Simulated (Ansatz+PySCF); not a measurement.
# doublet H₂O(+): levels of theory in one basis

| atom | x (Å) | y (Å) | z (Å) |
| --- | --- | --- | --- |
| O | 0.0000 | 0.0000 | -0.1262 |
| H | 0.0000 | 0.8860 | 0.5048 |
| H | 0.0000 | -0.8860 | 0.5048 |

Basis set: def2-SVP (spherical functions). Left uncorrelated: 1 orbital. Correlation on ROHF uses semicanonical orbitals with singles. Charge 1, multiplicity 2.

Computed with Ansatz (development build ahead of 0.2.0); each method stands on the lowest determinant of its kind that the runs found. NEVPT2 correlates all electrons. Active spaces start from the frontier orbitals, and the lowest solution found is given.

```
      method  E − E(ROHF) (eV)  <S²> of the determinant
        ROHF              0.00                     0.75
         UHF             -0.14                     0.76
    ROHF-MP2             -4.41                        –
     UHF-MP2             -4.41                     0.76
   ROHF-CCSD             -4.88                        –
    UHF-CCSD             -4.89                     0.76
ROHF-CCSD(T)             -4.95                        –
 UHF-CCSD(T)             -4.95                     0.76
 CASSCF(7,6)             -1.69                        –
```

Question: What does SC-NEVPT2(7,6) give on the same scale?

Answer: -4.50 eV. NEVPT2 here correlates all electrons, so it doesn't share the others' frozen core.

Question: Is a single determinant a sound starting point here?

Answer: By this sign, yes. Unrestricted orbitals gain 0.14 eV and <S²> is 0.76 against 0.75 for a pure state. The CASSCF(7,6) natural occupations are 2.00, 1.97, 1.97, 1.00, 0.03, 0.03.
